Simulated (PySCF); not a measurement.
**Reproducing measurements on CFCl3**

**The experiment to reproduce.**

NIST CCCBDB Release 22 (SRD 101), experimental dipoles lists, for the gas: dipole moment (microwave Stark effect, vibrational ground state) 0.46 ± 0.02 D.

The results are set against them at the end.

Species: CFCl3.
SMILES with atom numbers: `[F:1][C:2]([Cl:3])([Cl:4])[Cl:5]`

Structure used (GFN2-xTB), in Å, numbered top down from 1:
```xyz
5
CCl3F angstrom
F      0.0603   -0.1410    1.3961
C      0.0046   -0.0063    0.0667
Cl    -0.4579    1.6606   -0.3126
Cl     1.6028   -0.3706   -0.6039
Cl    -1.2011   -1.1397   -0.5634
```

The PySCF runs (gas phase, on this GFN2-xTB geometry; no spin–orbit coupling):

```json
{"level": "B3LYP/STO-3G", "job": "shieldings", "basis functions": "37"}
{"level": "B97-D/STO-3G", "job": "shieldings", "basis functions": "37"}
{"level": "BLYP/STO-3G", "job": "shieldings", "basis functions": "37"}
{"level": "BP86/STO-3G", "job": "shieldings", "basis functions": "37"}
{"level": "HF/STO-3G", "job": "shieldings", "basis functions": "37"}
{"level": "KT2/STO-3G", "job": "shieldings", "basis functions": "37"}
{"level": "KT3/STO-3G", "job": "shieldings", "basis functions": "37"}
{"level": "LDA/STO-3G", "job": "shieldings", "basis functions": "37"}
{"level": "OPBE/STO-3G", "job": "shieldings", "basis functions": "37"}
{"level": "PBE/STO-3G", "job": "shieldings", "basis functions": "37"}
{"level": "PW91/pcSseg-1", "job": "shieldings", "basis functions": "106"}
{"level": "X3LYP/pcSseg-1", "job": "shieldings", "basis functions": "106"}
```

**Comparison with experiment**

**Dipole moment.** Measured: 0.46 D (NIST CCCBDB Release 22 (SRD 101), experimental dipoles).

```csv
level,computed (D),computed − measured (D),% (from the printed values)
B3LYP/STO-3G,1.05,+0.59,+128
B97-D/STO-3G,1.19,+0.73,+159
BLYP/STO-3G,1.19,+0.73,+159
BP86/STO-3G,1.23,+0.77,+167
HF/STO-3G,0.71,+0.25,+54
KT2/STO-3G,1.11,+0.65,+141
KT3/STO-3G,1.10,+0.64,+139
LDA/STO-3G,1.25,+0.79,+172
OPBE/STO-3G,1.24,+0.78,+170
PBE/STO-3G,1.24,+0.78,+170
PW91/pcSseg-1,0.33,-0.13,-28
X3LYP/pcSseg-1,0.42,-0.04,-9
```

Closest is X3LYP/pcSseg-1 (-0.04 D), furthest LDA/STO-3G (+0.79 D); one molecule doesn't rank methods. The computed dipoles belong to one fixed geometry; measured ones are averaged over vibrations unless marked μe. Magnitudes are compared, not signs.

No measured geometry was used, and the causes of the misses weren't examined.
